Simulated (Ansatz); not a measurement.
A made-up structure of MgSiH2Cl, doublet:

```xyz
5
angstrom
Si -0.8453 0.3520 -0.6679
Mg 2.9854 -1.2668 1.4891
Cl 1.1663 -0.4966 0.5542
H -1.1703 1.8067 -0.7185
H -2.1360 -0.3953 -0.6568
```

It is relaxed with PBE-D4/def2-SVP and then PBE0-D4/def2-TZVP (Ansatz 0.2.0). Atoms count as bonded within 1.22 times the sum of their covalent radii (H–H: 0.88 Å). The end point is not checked to be a true minimum.

Q: Does its bonding change? (Judge from chemistry; the calculation decides.)

A: Computed: Yes. Formed: Si1–Mg2, Mg2–H4, Mg2–H5; broken: none.

Where it ends: The first stage lowers the energy by 1.08 eV in 16 steps. It ends as MgSiH₂Cl ([H]1[Mg]23[H][Si]12[Cl]3):
Si1  (-0.756, 0.307, -0.862)
Mg2  (0.700, -0.269, 1.326)
Cl3  (1.328, -0.612, -1.020)
H4  (-0.202, 1.276, 0.250)
H5  (-1.070, -0.702, 0.307)
(Å)

Labels in which every atom is bracketed show which atoms are joined, not bond orders.

For scale, one of the runs: PBE0-D4/def2-TZVP relaxation, 118 basis functions, launched by `ansatz run in.yaml --threads 2 --pin off --events-out ev --progress --plain --max-ram 4352MiB`. The run took about 62 s on 2 CPU threads of an Arm Neoverse V1 (shared host).
